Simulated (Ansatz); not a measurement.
Born–Oppenheimer molecular dynamics of AlH4NO (7 atoms, charge 0, multiplicity 1). It starts from a relaxed structure.

Level of theory: RKS CAM-B3LYP-D4/def2-SVP (Ansatz 0.2.0).

```json
{
 "ensemble": "NVE (Milne-controlled integrator)",
 "time step": "0.5 fs",
 "steps asked": "300",
 "starting velocities drawn for": "2000 K",
 "masses": "H 3.016 u",
 "seed": "92787"
}
```

First frame:

```xyz
7
Properties=species:S:1:pos:R:3
Al -0.065 -0.173 0.069
H -0.164 -0.213 1.634
O 1.484 -0.259 -0.613
H 1.792 -0.263 -1.519
N -1.527 -0.044 -0.913
H -2.460 0.005 -0.517
H -1.583 -0.005 -1.925
```

(1) How far do the bonds stretch over the last three quarters of this one trajectory? (Pairs bonded in most of those frames.)

## Answers

(1) 
```tsv
bond	mean (Å)	spread (Å)	shortest	longest
Al1–H2	1.593	0.078	1.46	1.71
Al1–O3	1.711	0.091	1.56	1.87
Al1–N5	1.784	0.078	1.66	1.94
O3–H4	0.962	0.027	0.91	1.02
N5–H6	1.024	0.016	0.99	1.05
N5–H7	1.025	0.024	0.97	1.07
```

Mean temperature of the second half: 1007 K. The conserved energy stayed within 0.0078 meV per atom of its start (net change -0.0027 meV per atom), so the integration is sound. Over the second half the temperature averaged 0.50 of the 2000 K drawn at the start: a run that starts near a minimum puts about half its kinetic energy into the potential. A run of 0.15 ps of so small a system gives no equilibrium averages.

Time of the run: 8.9 min on 1 thread of Arm Neoverse V1, on a shared host, peak memory 0.13 GiB.
